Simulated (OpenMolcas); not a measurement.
**CCSD(T)/ANO-S-VDZP run of C2H3FO (acetyl fluoride)**

Aim: the vertical singlet–triplet gap of C2H3FO (acetyl fluoride) at CCSD(T)/ANO-S-VDZP, from 2 runs. 

Program for the calculation: OpenMolcas 26.06.

5 further runs of the same task are left out: 5 set aside as unsound or not needed.

**1. The system as given**

C2H3FO has 7 atoms, charge 0, and is taken as a singlet. SMILES: `CC(=O)F`. The shape is that of a GFN2-xTB optimisation.

Bond lengths: C1–C2 1.485 Å, C2–O3 1.178 Å, C2–F4 1.369 Å, C1–H5 1.085 Å, C1–H6 1.089 Å, C1–H7 1.089 Å. Angles: C1–C2–O3 130.8°, C1–C2–F4 110.2°, O3–C2–F4 119.0°, C2–C1–H5 110.1°, C2–C1–H6 109.3°, C2–C1–H7 109.1°, H5–C1–H6 110.5°, H5–C1–H7 110.2°, H6–C1–H7 107.7°.

**2. A single-point energy at CCSD(T)/ANO-S-VDZP**

job.inp

```
* C2H3FO CCSD(T)
>>> EXPORT MOLCAS_PRINT=2

&GATEWAY
 Coord
 7
 bohr
 C      0.92120369     0.02658845     0.84391389
 C     -1.31611866    -0.06504437    -0.84669179
 O     -3.48384239    -0.25900586    -0.38138453
 F     -0.57581845     0.12625260    -3.31786775
 H      0.33865782    -0.20889033     2.79641672
 H      2.24272696    -1.45469227     0.30426480
 H      1.87317212     1.83479179     0.60132975
 Basis=ANO-S-VDZP
 Group=NoSym

&SEWARD

&SCF
 PrOrbitals=1 1

&RASSCF
 FileOrb=$Project.ScfOrb
 Spin=1
 Nactel=0 0 0
 Inactive=16
 Ras2=0
 OutOrbitals=Canonical
 OrbListing=Nothing

&MOTRA
 JobIph
 Frozen=0

&CCSDT
 CCT
 Triples=2
 Iterations=50
 Extrapolation=5 4
```

The run is started by

```bash
$ export MOLCAS_MEM=1860
$ pymolcas job.inp > job.log
```

Standard output (excerpt; [...] marks lines left out):

```text
--- Start Module: gateway ---
[...]
--- Stop Module: gateway /rc=_RC_ALL_IS_WELL_ ---
[...]
      Basis functions           71
[...]
       Convergence after  12 Iterations
[...]
::    Total SCF energy                               -251.8588446936
[...]
      Total spin, S                                     0.0000000000
[...]
      Number of active orbitals                  0
[...]
      Spin quantum number                      0.0
[...]
      Active orbitals                            0
[...]
      Number of CSFs                             1
[...]
      Number of root(s) required                 1
[...]
      Convergence after  4 iterations
[...]
      Natural orbitals and occupation numbers for root  1
      ************************************************************************************************************************
      *                                                    Final results                                                     *
      ************************************************************************************************************************
[...]
::    RASSCF root number  1 Total energy:   -251.85884469
[...]
      Total electronic charge=   32.000000
      Total            charge=   -0.000000
[...]
      Dipole Moment (debye):
      Origin of the operator (angstrom)=   -0.5710   -0.0173   -0.5584
                   X=  2.9886E+00               Y=  1.4165E-01               Z=  1.8731E+00           Total=  3.5299E+00
      Quadrupole Moment (debye*angstrom):
[...]
--- Start Module: motra ---
[...]
      *** WARNING: Default frozen orbitals is overwritten by user input.
      *** Default values:   4
[...]
--- Stop Module: motra /rc=_RC_ALL_IS_WELL_ ---
--- Start Module: ccsdt ---
[...]
      Convergence after                    14  Iterations
      Total energy (diff) :    -252.53111371      -0.00000001
[...]
 METHOD                       : CCSD+T(CCSD)+<T3(1)WT1> = CCSD(T)
[...]
       CCSD     =      -252.5311137108700
[...]
--- Stop Module: ccsdt /rc=_RC_ALL_IS_WELL_ ---
[...]
```

Wall time 72 s (1 thread of Arm Neoverse V1, shared host); peak memory 0.42 GiB.

**3. The triplet**

job.input

```
* C2H3FO CCSD(T)

&GATEWAY
 Coord
 7
 bohr
 C      0.92120369     0.02658845     0.84391389
 C     -1.31611866    -0.06504437    -0.84669179
 O     -3.48384239    -0.25900586    -0.38138453
 F     -0.57581845     0.12625260    -3.31786775
 H      0.33865782    -0.20889033     2.79641672
 H      2.24272696    -1.45469227     0.30426480
 H      1.87317212     1.83479179     0.60132975
 Basis=ANO-S-VDZP
 Group=NoSym

&SEWARD

&SCF
 UHF
 Spin=3
 PrOrbitals=1 1

&RASSCF
 FileOrb=$Project.UnaOrb
 Spin=3
 Nactel=2 0 0
 Inactive=15
 Ras2=2
 OutOrbitals=Canonical
 OrbListing=Nothing

&MOTRA
 JobIph
 Frozen=0

&CCSDT
 CCT
 Triples=3
 Iterations=50
 Extrapolation=5 4
```

The run is started by

```bash
$ export MOLCAS_MEM=1860
$ pymolcas job.input > job.log
```

Standard output (excerpt; [...] marks lines left out):

```text
--- Start Module: gateway ---
[...]
--- Stop Module: gateway /rc=_RC_ALL_IS_WELL_ ---
[...]
      Basis functions           71
[...]
       Convergence after  20 Iterations
[...]
::    Total SCF energy                               -251.6893884986
[...]
      Total spin, S                                     1.0069016848
[...]
      Number of active orbitals                  2
[...]
      Spin quantum number                      1.0
[...]
      Active orbitals                            2
[...]
      Number of CSFs                             1
[...]
      Number of root(s) required                 1
[...]
      Convergence after  9 iterations
[...]
      printout of CI-coefficients larger than  0.05 for root  1
      energy=    -251.679570
      conf/sym  11     Coeff  Weight
             1  uu   1.00000 1.00000
      Natural orbitals and occupation numbers for root  1
      sym 1:   1.000000   1.000000
      ************************************************************************************************************************
      *                                                    Final results                                                     *
[...]
::    RASSCF root number  1 Total energy:   -251.67956972
[...]
      Total electronic charge=   32.000000
      Total            charge=   -0.000000
[...]
      Dipole Moment (debye):
      Origin of the operator (angstrom)=   -0.5710   -0.0173   -0.5584
                   X=  6.8985E-01               Y= -4.3759E-02               Z=  1.8689E+00           Total=  1.9927E+00
      Quadrupole Moment (debye*angstrom):
[...]
--- Start Module: motra ---
[...]
      *** WARNING: Default frozen orbitals is overwritten by user input.
      *** Default values:   4
[...]
--- Stop Module: motra /rc=_RC_ALL_IS_WELL_ ---
--- Start Module: ccsdt ---
[...]
      Convergence after                    22  Iterations
      Total energy (diff) :    -252.31637882      -0.00000006
[...]
 METHOD                       : CCSD+T(CCSD)+<T3(1)WT1>+<T3(1)UT2> = CCSD(T)
[...]
       CCSD     =      -252.3163788223607
[...]
--- Stop Module: ccsdt /rc=_RC_ALL_IS_WELL_ ---
[...]
```

It took 90 s on 1 thread of Arm Neoverse V1, shared host; peak memory 0.42 GiB.

**4. Results**

Level: CCSD(T)/ANO-S-VDZP.

| quantity | value |
| --- | --- |
| singlet: total energy | -252.55068 Eh |
| singlet: dipole moment (mean-field density) | 3.53 D |
| singlet: HOMO energy (Hartree–Fock orbitals) | -13.60 eV |
| singlet: LUMO energy (Hartree–Fock orbitals) | 3.01 eV |
| singlet: HOMO–LUMO gap (Hartree–Fock orbitals) | 16.61 eV |
| singlet: correlation energy | -691.8 mEh |
| singlet: (T) correction | -19.56 mEh |
| triplet: total energy | -252.33251 Eh |
| triplet: (T) correction | -16.13 mEh |
| vertical energy of the triplet above the singlet | 5.937 eV |

At this shape the triplet lies 5.94 eV (137 kcal/mol) above the singlet. Mulliken charges (singlet) of the mean-field density run from -0.32 on F4 to +0.50 on C2; they depend strongly on the basis. The triples (singlet) make up 2.8 % of the correlation energy.
